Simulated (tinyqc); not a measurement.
CCSD on RHF in the sto-6g basis, for LiH, spin multiplicity 1, step by step. Computed by tinyqc, a small Python program that keeps every step (integrals from PySCF). Settings: charge = 0, multiplicity = 1, basis = sto-6g, method = RHF, energy threshold = 1e-10, iteration cap = 59, orthogonalisation = canonical, start = core, DIIS depth = 6, amplitude equations = CCSD, DIIS depth for amplitudes = 0, cap on updates = 77. Command: `OMP_NUM_THREADS=1 python tinyqc.py 22376 22377 out.jsonl` (the two numbers bound the seeds that draw the settings). One thread of a shared host (Intel(R) Xeon(R) Processor @ 2.60GHz), about 0.3 s of CPU time with the checks. The early iterations of the SCF are left out here.

## One-electron integrals

Geometry (angstrom):
```
atom         x         y         z
Li    0.000000  0.000000  0.000000
H     0.000000  0.000000  1.575000
```

Basis sto-6g: exponents (1/bohr^2) and contraction coefficients of normalised primitives:
```
element  l (shell)    exponent  coefficient
Li           s (1)  167.175846     0.009164
Li           s (1)   30.651508     0.049361
Li           s (1)    8.575187     0.168538
Li           s (1)    2.945808     0.370563
Li           s (1)    1.143944     0.416492
Li           s (1)    0.471139     0.130334
Li           s (2)    6.597564    -0.013253
Li           s (2)    1.305830    -0.046992
Li           s (2)    0.405851    -0.033785
Li           s (2)    0.156146     0.250242
Li           s (2)    0.067814     0.595117
Li           s (2)    0.031084     0.240706
Li           p (3)    6.597564     0.003760
Li           p (3)    1.305830     0.037679
Li           p (3)    0.405851     0.173897
Li           p (3)    0.156146     0.418036
Li           p (3)    0.067814     0.425860
Li           p (3)    0.031084     0.101708
H            s (1)   35.523221     0.009164
H            s (1)    6.513144     0.049361
H            s (1)    1.822143     0.168538
H            s (1)    0.625955     0.370563
H            s (1)    0.243077     0.416492
H            s (1)    0.100112     0.130334
```

Overlap, kinetic and nuclear-attraction integrals over the contracted functions; the nuclear repulsion is the sum of Za Zb / Rab.

nuclear repulsion = 1.00795659 hartree

overlap S:
```
           1Li 1s    1Li 2s   1Li 2px   1Li 2py   1Li 2pz     2H 1s
1Li 1s   1.000000  0.235742  0.000000  0.000000  0.000000  0.072227
1Li 2s   0.235742  1.000000  0.000000  0.000000  0.000000  0.403653
1Li 2px  0.000000  0.000000  1.000000  0.000000  0.000000  0.000000
1Li 2py  0.000000  0.000000  0.000000  1.000000  0.000000  0.000000
1Li 2pz  0.000000  0.000000  0.000000  0.000000  1.000000  0.515806
2H 1s    0.072227  0.403653  0.000000  0.000000  0.515806  1.000000
```

kinetic energy T (hartree):
```
            1Li 1s     1Li 2s   1Li 2px   1Li 2py   1Li 2pz      2H 1s
1Li 1s    3.616742  -0.110723  0.000000  0.000000  0.000000  -0.015873
1Li 2s   -0.110723   0.106524  0.000000  0.000000  0.000000   0.043238
1Li 2px   0.000000   0.000000  0.320007  0.000000  0.000000   0.000000
1Li 2py   0.000000   0.000000  0.000000  0.320007  0.000000   0.000000
1Li 2pz   0.000000   0.000000  0.000000  0.000000  0.320007   0.131460
2H 1s    -0.015873   0.043238  0.000000  0.000000  0.131460   0.768522
```

nuclear attraction V (hartree):
```
            1Li 1s     1Li 2s    1Li 2px    1Li 2py    1Li 2pz      2H 1s
1Li 1s   -8.403130  -0.907522   0.000000   0.000000  -0.017488  -0.305931
1Li 2s   -0.907522  -1.493699   0.000000   0.000000  -0.123314  -0.752182
1Li 2px   0.000000   0.000000  -1.460624   0.000000   0.000000   0.000000
1Li 2py   0.000000   0.000000   0.000000  -1.460624   0.000000   0.000000
1Li 2pz  -0.017488  -0.123314   0.000000   0.000000  -1.559669  -0.981873
2H 1s    -0.305931  -0.752182   0.000000   0.000000  -0.981873  -2.244574
```

core Hamiltonian H = T + V (hartree):
```
            1Li 1s     1Li 2s    1Li 2px    1Li 2py    1Li 2pz      2H 1s
1Li 1s   -4.786387  -1.018245   0.000000   0.000000  -0.017488  -0.321804
1Li 2s   -1.018245  -1.387176   0.000000   0.000000  -0.123314  -0.708944
1Li 2px   0.000000   0.000000  -1.140617   0.000000   0.000000   0.000000
1Li 2py   0.000000   0.000000   0.000000  -1.140617   0.000000   0.000000
1Li 2pz  -0.017488  -0.123314   0.000000   0.000000  -1.239662  -0.850413
2H 1s    -0.321804  -0.708944   0.000000   0.000000  -0.850413  -1.476052
```

## Two-electron integrals

Functions are numbered as in S; the eight-fold symmetry (ij|kl) = (ji|kl) = (kl|ij) leaves the list below.

Two-electron integrals (ij|kl) in chemists' order, unique and non-zero (hartree):
```
(11|11) 1.681247   (21|11) 0.242603   (21|21) 0.044507   (22|11) 0.397190
(22|21) 0.090279   (22|22) 0.290625   (31|31) 0.009437   (32|31) 0.014261
(32|32) 0.064236   (33|11) 0.397190   (33|21) 0.090279   (33|22) 0.290625
(33|33) 0.313125   (41|41) 0.009437   (42|41) 0.014261   (42|42) 0.064236
(43|43) 0.016875   (44|11) 0.397190   (44|21) 0.090279   (44|22) 0.290625
(44|33) 0.279374   (44|44) 0.313125   (51|51) 0.009437   (52|51) 0.014261
(52|52) 0.064236   (53|53) 0.016875   (54|54) 0.016875   (55|11) 0.397190
(55|21) 0.090279   (55|22) 0.290625   (55|33) 0.279374   (55|44) 0.279374
(55|55) 0.313125   (61|11) 0.075527   (61|21) 0.013516   (61|22) 0.027481
(61|33) 0.027111   (61|44) 0.027111   (61|51) 0.001787   (61|52) 0.003528
(61|55) 0.028222   (61|61) 0.004531   (62|11) 0.154732   (62|21) 0.035500
(62|22) 0.118286   (62|33) 0.112557   (62|44) 0.112557   (62|51) 0.006169
(62|52) 0.033987   (62|55) 0.129744   (62|61) 0.012832   (62|62) 0.076343
(63|31) 0.003230   (63|32) 0.014103   (63|53) 0.005416   (63|63) 0.005912
(64|41) 0.003230   (64|42) 0.014103   (64|54) 0.005416   (64|64) 0.005912
(65|11) 0.184986   (65|21) 0.042936   (65|22) 0.148121   (65|33) 0.138320
(65|44) 0.138320   (65|51) 0.009642   (65|52) 0.052319   (65|55) 0.167722
(65|61) 0.016314   (65|62) 0.105625   (65|65) 0.148774   (66|11) 0.334585
(66|21) 0.078329   (66|22) 0.283217   (66|33) 0.258912   (66|44) 0.258912
(66|51) 0.016355   (66|52) 0.106388   (66|55) 0.331824   (66|61) 0.030143
(66|62) 0.225968   (66|65) 0.325772   (66|66) 0.774999
```

## Orthogonalisation

S = U s U^T; canonical form X = U s^(-1/2), so that X^T S X = 1. Each column of U has its largest component positive (the first on a tie).

eigenvalues of S: 0.340497  0.803054  1.000000  1.000000  1.164521  1.691929

X:
```
                 1          2          3         4          5         6
1Li 1s    0.149618   0.802435   0.000000  0.000000   0.601217  0.179246
1Li 2s   -0.784495  -0.619385   0.000000  0.000000   0.468637  0.365974
1Li 2px   0.000000   0.000000   0.999743  0.022653   0.000000  0.000000
1Li 2py   0.000000   0.000000  -0.022653  0.999743   0.000000  0.000000
1Li 2pz  -0.934121   0.435897   0.000000  0.000000  -0.501998  0.389621
2H 1s     1.194357  -0.166435   0.000000  0.000000  -0.160117  0.522657
```

Within a degenerate level the vectors are fixed only up to a rotation; this is one choice.

## Iteration 7 (converged): orbitals

converged F (hartree):
```
            1Li 1s     1Li 2s   1Li 2px   1Li 2py    1Li 2pz      2H 1s
1Li 1s   -2.385262  -0.617827  0.000000  0.000000   0.012747  -0.192020
1Li 2s   -0.617827  -0.210372  0.000000  0.000000  -0.105769  -0.270529
1Li 2px   0.000000   0.000000  0.162666  0.000000   0.000000   0.000000
1Li 2py   0.000000   0.000000  0.000000  0.162666   0.000000   0.000000
1Li 2pz   0.012747  -0.105769  0.000000  0.000000  -0.003950  -0.237982
2H 1s    -0.192020  -0.270529  0.000000  0.000000  -0.237982  -0.157605
```

Diagonalise F' = X^T F X, C = X C', fill 2 alpha and 2 beta electrons from the bottom; D = 2 C_occ C_occ^T. Each column has its largest component positive (the first on a tie).

F' = X^T F X (hartree):
```
           1          2         3         4          5          6
1   0.544667  -0.118564  0.000000  0.000000  -0.075915  -0.038378
2  -0.118564  -0.911482  0.000000  0.000000  -1.116680  -0.391100
3   0.000000   0.000000  0.162666  0.000000   0.000000   0.000000
4   0.000000   0.000000  0.000000  0.162666   0.000000   0.000000
5  -0.075915  -1.116680  0.000000  0.000000  -1.180186  -0.493000
6  -0.038378  -0.391100  0.000000  0.000000  -0.493000  -0.494303
```

orbital energies (hartree): MO1 -2.386729, MO2 -0.287963, MO3 0.078789, MO4 0.162666, MO5 0.162666, MO6 0.554599

coefficients C:
```
               MO1        MO2        MO3       MO4        MO5        MO6
1Li 1s    0.993826  -0.159485  -0.199008  0.000000   0.000000   0.084542
1Li 2s    0.023608   0.443824   0.798432  0.000000   0.000000  -0.719442
1Li 2px   0.000000   0.000000   0.000000  0.653184   0.757199   0.000000
1Li 2py   0.000000   0.000000   0.000000  0.757199  -0.653184   0.000000
1Li 2pz  -0.005967   0.346877  -0.615307  0.000000   0.000000  -0.983582
2H 1s     0.004073   0.553854  -0.129480  0.000000   0.000000   1.195600
```

D after iteration 7:
```
            1Li 1s     1Li 2s   1Li 2px   1Li 2py    1Li 2pz      2H 1s
1Li 1s    2.026253  -0.094641  0.000000  0.000000  -0.122502  -0.168566
1Li 2s   -0.094641   0.395074  0.000000  0.000000   0.307623   0.491820
1Li 2px   0.000000   0.000000  0.000000  0.000000   0.000000   0.000000
1Li 2py   0.000000   0.000000  0.000000  0.000000   0.000000   0.000000
1Li 2pz  -0.122502   0.307623  0.000000  0.000000   0.240718   0.384190
2H 1s    -0.168566   0.491820  0.000000  0.000000   0.384190   0.613543
```

Within a degenerate level the vectors are fixed only up to a rotation; this is one choice.

## Convergence

Stop when the energy changes by less than 1e-10 hartree and every element of the error matrix X^T (F D S - S D F) X is below 3e-06.

Course of the cycle:
```
iteration  E (hartree)     change  largest element of the error matrix
1          -7.91829459          -                             1.92e-01
2          -7.95173715  -3.34e-02                             2.19e-02
3          -7.95245004  -7.13e-04                             4.39e-03
4          -7.95254600  -9.60e-05                             1.28e-03
5          -7.95255606  -1.01e-05                             2.13e-05
6          -7.95255606  -1.94e-09                             1.53e-06
7          -7.95255606  -6.98e-12                             7.67e-09
```

PySCF RHF in the same basis = -7.95255606 hartree

Converged in 7 iterations.

## Integrals over molecular orbitals

(pq|rs) = sum C_ip C_jq C_kr C_ls (ij|kl), one index at a time.

one-electron integrals over orbitals h = C^T H C (hartree):
```
           1          2          3          4          5          6
1  -4.778552   0.105451   0.169593   0.000000   0.000000  -0.038550
2   0.105451  -1.507268   0.029639   0.000000   0.000000  -0.057521
3   0.169593   0.029639  -1.133001   0.000000   0.000000   0.035432
4   0.000000   0.000000   0.000000  -1.140617   0.000000   0.000000
5   0.000000   0.000000   0.000000   0.000000  -1.140617   0.000000
6  -0.038550  -0.057521   0.035432   0.000000   0.000000  -0.954519
```

Two-electron integrals over orbitals (pq|rs), unique and non-zero (hartree):
```
(11|11) 1.664441    (21|11) -0.111978   (21|21) 0.013670    (22|11) 0.370526
(22|21) 0.006526    (22|22) 0.491923    (31|11) -0.141265   (31|21) 0.011650
(31|22) -0.015867   (31|31) 0.022818    (32|11) 0.014336    (32|21) -0.003407
(32|22) -0.046661   (32|31) -0.000162   (32|32) 0.011996    (33|11) 0.399827
(33|21) -0.011201   (33|22) 0.223475    (33|31) 0.001745    (33|32) 0.006942
(33|33) 0.339690    (41|41) 0.010055    (42|41) 0.007368    (42|42) 0.023162
(43|41) 0.010228    (43|42) 0.019009    (43|43) 0.041393    (44|11) 0.396948
(44|21) -0.004104   (44|22) 0.271302    (44|31) -0.004705   (44|32) 0.005455
(44|33) 0.282589    (44|44) 0.313125    (51|51) 0.010055    (52|51) 0.007368
(52|52) 0.023162    (53|51) 0.010228    (53|52) 0.019009    (53|53) 0.041393
(54|54) 0.016875    (55|11) 0.396948    (55|21) -0.004104   (55|22) 0.271302
(55|31) -0.004705   (55|32) 0.005455    (55|33) 0.282589    (55|44) 0.279374
(55|55) 0.313125    (61|11) 0.056718    (61|21) -0.009540   (61|22) -0.006633
(61|31) -0.003111   (61|32) 0.001680    (61|33) 0.010470    (61|44) 0.000496
(61|55) 0.000496    (61|61) 0.009119    (62|11) -0.040837   (62|21) 0.004901
(62|22) 0.129655    (62|31) 0.000559    (62|32) -0.033234   (62|33) -0.012838
(62|44) -0.015286   (62|55) -0.015286   (62|61) -0.000046   (62|62) 0.124964
(63|11) 0.014125    (63|21) -0.003401   (63|22) -0.050013   (63|31) 0.004614
(63|32) 0.008206    (63|33) 0.035524    (63|44) 0.001437    (63|55) 0.001437
(63|61) 0.004057    (63|62) -0.030279   (63|63) 0.025223    (64|41) -0.006203
(64|42) -0.019614   (64|43) -0.014078   (64|64) 0.020011    (65|51) -0.006203
(65|52) -0.019614   (65|53) -0.014078   (65|65) 0.020011    (66|11) 0.364336
(66|21) 0.003510    (66|22) 0.457265    (66|31) -0.011261   (66|32) -0.041354
(66|33) 0.241231    (66|44) 0.269189    (66|55) 0.269189    (66|61) -0.002965
(66|62) 0.136425    (66|63) -0.042679   (66|66) 0.456516
```

## CCSD: starting amplitudes

t_ij^ab = <ij||ab> / (e_i + e_j - e_a - e_b), whose energy is MP2.

Starting amplitudes (spin orbitals 1a, 1b, ...; amplitudes related by a flip of all spins are not repeated):
```
from      to          t
2a 2b  6a 6b  -0.074157
2a 2b  3a 6b   0.027481
2a 2b  5a 5b  -0.025700
2a 2b  4a 4b  -0.025700
2a 2b  3a 3b  -0.016354
1a 1b  3a 3b  -0.004627
1a 2b  5a 5b  -0.002456
1a 2b  4a 4b  -0.002456
1a 1b  5a 5b  -0.001972
1a 1b  4a 4b  -0.001972
1a 1b  6a 6b  -0.001550
1a 1b  3a 6b   0.000575
1a 2b  3b 6a   0.000508
1a 2a  3a 6a   0.000339
1a 2b  3a 6b  -0.000169
1a 2b  3a 3b   0.000057
1a 2b  6a 6b   0.000012
```

correlation energy = -0.01271836 hartree

## CCSD: amplitude update 1

t_i^a D_i^a and t_ij^ab D_ij^ab are set to the remaining terms of the spin-orbital equations, evaluated with the old amplitudes; for the doubles these are <ij||ab> + 1/2 <ab||ef> t_ij^ef + 1/2 <mn||ij> t_mn^ab + P(ij)P(ab) <mb||ej> t_im^ae + terms in t^2 + terms with t1, D the orbital-energy denominators.

Amplitudes after update 1 (spin orbitals 1a, 1b, ...; amplitudes related by a flip of all spins are not repeated):
```
from      to          t
2a 2b  6a 6b  -0.101275
2a 2b  3a 6b   0.040051
2a 2b  5a 5b  -0.028124
2a 2b  4a 4b  -0.028124
2a 2b  3a 3b  -0.019057
2a        3a   0.009005
1a 1b  3a 3b  -0.004114
1a 2b  5a 5b  -0.002806
1a 2b  4a 4b  -0.002806
1a 1b  5a 5b  -0.001785
1a 1b  4a 4b  -0.001785
1a 1b  6a 6b  -0.001147
1a 2b  3b 6a   0.000640
1a 2a  3a 6a   0.000420
1a        3a   0.000417
1a 1b  3a 6b   0.000416
2a        6a   0.000369
1a        6a  -0.000261
1a 2b  3a 6b  -0.000220
1a 2b  3a 3b   0.000104
1a 2b  6a 6b  -0.000090
```

correlation energy = -0.01707745 hartree

## CCSD: amplitude update 2

As before.

Amplitudes after update 2 (spin orbitals 1a, 1b, ...; amplitudes related by a flip of all spins are not repeated):
```
from      to          t
2a 2b  6a 6b  -0.110906
2a 2b  3a 6b   0.046331
2a 2b  5a 5b  -0.027773
2a 2b  4a 4b  -0.027773
2a 2b  3a 3b  -0.022824
2a        3a   0.016542
1a 1b  3a 3b  -0.004138
1a 2b  5a 5b  -0.002881
1a 2b  4a 4b  -0.002881
1a 1b  5a 5b  -0.001817
1a 1b  4a 4b  -0.001817
1a 1b  6a 6b  -0.001150
2a        6a   0.001117
1a 2b  3b 6a   0.000755
1a 2a  3a 6a   0.000488
1a        3a   0.000433
1a 1b  3a 6b   0.000394
1a        6a  -0.000354
1a 2b  3a 6b  -0.000267
1a 2b  6a 6b  -0.000119
1a 2b  3a 3b   0.000071
```

correlation energy = -0.01872975 hartree

## CCSD: amplitude update 3

As before.

Amplitudes after update 3 (spin orbitals 1a, 1b, ...; amplitudes related by a flip of all spins are not repeated):
```
from      to          t
2a 2b  6a 6b  -0.114177
2a 2b  3a 6b   0.049945
2a 2b  5a 5b  -0.027351
2a 2b  4a 4b  -0.027351
2a 2b  3a 3b  -0.025673
2a        3a   0.022264
1a 1b  3a 3b  -0.004091
1a 2b  5a 5b  -0.002923
1a 2b  4a 4b  -0.002923
1a 1b  5a 5b  -0.001818
1a 1b  4a 4b  -0.001818
2a        6a   0.001747
1a 1b  6a 6b  -0.001133
1a 2b  3b 6a   0.000833
1a 2a  3a 6a   0.000542
1a        3a   0.000419
1a        6a  -0.000405
1a 1b  3a 6b   0.000366
1a 2b  3a 6b  -0.000292
1a 2b  6a 6b  -0.000143
1a 2b  3a 3b   0.000033
```

correlation energy = -0.01939199 hartree

## CCSD: convergence

E_corr = 1/4 sum <ij||ab> t_ij^ab + 1/2 sum <ij||ab> t_i^a t_j^b; stop when the norm of the change is below 1e-8.

Course of the amplitude iterations:
```
update  correlation energy (hartree)  norm of the change
0                        -0.01271836                   -
1                        -0.01707745            6.67e-02
2                        -0.01872975            2.93e-02
3                        -0.01939199            1.57e-02
4                        -0.01968258            9.90e-03
5                        -0.01982391            6.74e-03
6                        -0.01990049            4.72e-03
7                        -0.01994609            3.35e-03
8                        -0.01997522            2.38e-03
9                        -0.01999470            1.69e-03
10                       -0.02000810            1.21e-03
11                       -0.02001746            8.59e-04
12                       -0.02002406            6.12e-04
13                       -0.02002873            4.36e-04
...                              ...                 ...
32                       -0.02004022            6.89e-07
33                       -0.02004022            4.90e-07
34                       -0.02004023            3.49e-07
35                       -0.02004023            2.49e-07
36                       -0.02004023            1.77e-07
37                       -0.02004023            1.26e-07
38                       -0.02004023            8.98e-08
39                       -0.02004023            6.39e-08
40                       -0.02004023            4.55e-08
41                       -0.02004023            3.24e-08
42                       -0.02004023            2.31e-08
43                       -0.02004023            1.64e-08
44                       -0.02004023            1.17e-08
45                       -0.02004023            8.34e-09
```

Converged amplitudes (spin orbitals 1a, 1b, ...; amplitudes related by a flip of all spins are not repeated):
```
from      to          t
2a 2b  6a 6b  -0.115054
2a 2b  3a 6b   0.056989
2a        3a   0.037379
2a 2b  3a 3b  -0.032883
2a 2b  5a 5b  -0.027119
2a 2b  4a 4b  -0.027119
1a 1b  3a 3b  -0.003980
2a        6a   0.003053
1a 2b  5a 5b  -0.003021
1a 2b  4a 4b  -0.003021
1a 1b  5a 5b  -0.001826
1a 1b  4a 4b  -0.001826
1a 1b  6a 6b  -0.001139
1a 2b  3b 6a   0.001033
1a 2a  3a 6a   0.000684
1a        6a  -0.000486
1a 2b  3a 6b  -0.000349
1a        3a   0.000331
1a 1b  3a 6b   0.000309
1a 2b  6a 6b  -0.000200
1a 2b  3a 3b  -0.000067
```

CCSD total energy = -7.97259629 hartree

T1 diagnostic, norm of the one-spin t1 over sqrt(correlated electrons) = 0.018754

Converged in 45 updates.
